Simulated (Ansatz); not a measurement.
A run on C₂H₃FOS₂, SMILES `FC1(S)OCS1` with other settings.

```yaml
crystal:
  periodic: [false, false, false]
  atoms:
    - {symbol: F, position_ang: [-0.932215, 1.587395, -0.416094]}
    - {symbol: C, position_ang: [-0.492936, 0.331299, 0.129600]}
    - {symbol: S, position_ang: [-0.947681, 0.413417, 1.913461]}
    - {symbol: O, position_ang: [0.876805, 0.230799, -0.263461]}
    - {symbol: C, position_ang: [0.794177, -0.861541, -0.865112]}
    - {symbol: S, position_ang: [-1.084981, -1.093291, -0.597730]}
    - {symbol: H, position_ang: [-0.792938, 1.701588, 2.150054]}
    - {symbol: H, position_ang: [1.304601, -1.692230, -0.303002]}
    - {symbol: H, position_ang: [1.275817, -0.774141, -1.879604]}
basis:
  gaussian: {orbitals: ANO-RCC-VTZP, fitting: {mean_field: def2-universal-jkfit}}
hamiltonian: {xc: {name: r2SCAN0}, dispersion: d3bjatm}
scf: {lower_state_search: off}
```

```sh
$ ansatz run in.yaml --threads 4 --pin off --events-out ev --progress --plain --max-ram 10444MiB
```

Output, abridged:

```
Functional definition: r2SCAN0
614 factors; integrals over basis functions are off by at most 5.6e-1 eV
mean field evaluation 1: about -28613.0191 eV, gradient 4.8e1 eV
mean field evaluation 2: about -28606.9911 eV, gradient 7.3e1 eV
mean field evaluation 4: about -28617.1825 eV, gradient 3.0e0 eV
mean field evaluation 8: about -28617.1988 eV, gradient 6.3e-2 eV
mean field evaluation 16: about -28617.1989 eV, gradient 2.1e-5 eV
mean field -28617.19885002 eV, -1051.6626603041 hartree, gradient 3.6e-6 eV, S^2 0.000000; 0 other end points of the search recorded, 0 dependent functions left out
reference -28617.19886924 eV, -1051.6626610106 hartree; 32, 32 occupied and 198, 198 virtual orbitals, 614 factors
Total energy: -28617.27491262 eV, -1051.6654555530 hartree
Relativity: scalar
Checks for a lower state left out: stability, starts, cluster_reference, orbital_swaps, neighbouring_geometries, increment
```

Run time 3.2 s (4 threads of an Intel Xeon on a shared host); peak host memory 0.44 GiB.
